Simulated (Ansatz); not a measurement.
Ideal-gas functions of methanol, CH$_{4}$O at 298.15 K and 1 bar, from an Ansatz frequency run at PBE0-D4/def2-TZVP.

Molar mass 32.04 g/mol, point group Cs (symmetry number 1), electronic degeneracy 1, moments of inertia 3.932, 20.169, 20.898 u Å². Harmonic wavenumbers (cm⁻¹, unscaled): 306, 1064, 1107, 1174, 1374, 1477, 1490, 1505, 3005, 3057, 3131, 3880.

Use S(trans) = R[1.5 ln M + 2.5 ln T − 1.1517]; rotational temperatures θ = 24.2544 K / I; S(rot) = R[ln(√π/σ · √(T³/θAθBθC)) + 1.5]; for each mode x = 1.438777 ν̃/T, S = R[x/(eˣ − 1) − ln(1 − e⁻ˣ)] and H = RT x/(eˣ − 1); 1 cm⁻¹ = 0.0119627 kJ/mol; R = 8.31446 J/(mol·K).

Question: By hand: the entropy, in J/(mol·K).

Answer: Translation 152.1. Rotation: θ = 6.1685, 1.2026, 1.1606 K, giving 79.3. Vibration, mode by mode: 5.79, 0.30, 0.25, 0.19, 0.08, 0.05, 0.05, 0.05, 0.00, 0.00, 0.00, 0.00, in all 6.8. Electronic 0.0. Sum 238.2 J/(mol·K).

Question: By hand: H − E and G − E in kJ/mol, counted from the electronic energy.

Answer: Zero-point energy ½ × 22570 × 0.0119627 = 135.0; thermal vibration 1.3; translation, rotation and pV give 4 RT = 9.9. H − E = 146.2 kJ/mol, and G − E = 146.2 − 298.15 × 238.2/1000 = 75.2 kJ/mol.

Vibration gives 3 % of the entropy.
